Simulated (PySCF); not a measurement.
BO⁻: energy against distance

Set-up: PySCF, no relativity, basis sets B aug-pcseg-1, O aug-pcseg-1. Energies in eV from B + O⁻ in their ground configurations at the same level. State: ¹Σ⁺ (singlet), closed shell.

```json
{"R (Å)": "1.065", "M06-L": "-7.834", "PBE0": "-7.790"}
{"R (Å)": "1.115", "M06-L": "-8.720", "PBE0": "-8.673"}
{"R (Å)": "1.165", "M06-L": "-9.219", "PBE0": "-9.169"}
{"R (Å)": "1.202", "M06-L": "-9.400", "PBE0": "-9.348"}
{"R (Å)": "1.239", "M06-L": "-9.453", "PBE0": "-9.399"}
{"R (Å)": "1.276", "M06-L": "-9.406", "PBE0": "-9.349"}
{"R (Å)": "1.326", "M06-L": "-9.225", "PBE0": "-9.164"}
{"R (Å)": "1.388", "M06-L": "-8.865", "PBE0": "-8.797"}
{"R (Å)": "1.462", "M06-L": "-8.312", "PBE0": "-8.232"}
{"R (Å)": "1.561", "M06-L": "-7.476", "PBE0": "-7.377"}
```

Question: Put a parabola through the three lowest points of the M06-L curve and estimate Re, k and ωe (reduced mass 6.521 u; 1 eV/Å² = 0.16022 mdyn/Å; ωe = 1302.8·√(k/μ) cm⁻¹).

Answer: Through R = 1.202, 1.239, 1.276 Å the second-order coefficient is 36.5 eV/Å², so Re ≈ 1.240 Å, k ≈ 11.7 mdyn/Å and ωe ≈ 1745 cm⁻¹. A polynomial fit of higher order to the unrounded M06-L energies gives Re = 1.239 Å, k = 11.6 mdyn/Å, ωe = 1740 cm⁻¹; anharmonicity and rounding make the difference.

The higher-order fit for each curve: M06-L: Re = 1.239 Å, ωe = 1740 cm⁻¹, De = 9.45 eV; PBE0: Re = 1.238 Å, ωe = 1746 cm⁻¹, De = 9.40 eV.

For an ion De counts to the pair picked by the measured ionisation energies or electron affinities, which need not be the lowest pair at this level. The highest Kohn–Sham level is positive in this anion. Much of that is self-interaction error, but it also means that the finite basis helps to hold the extra electron.
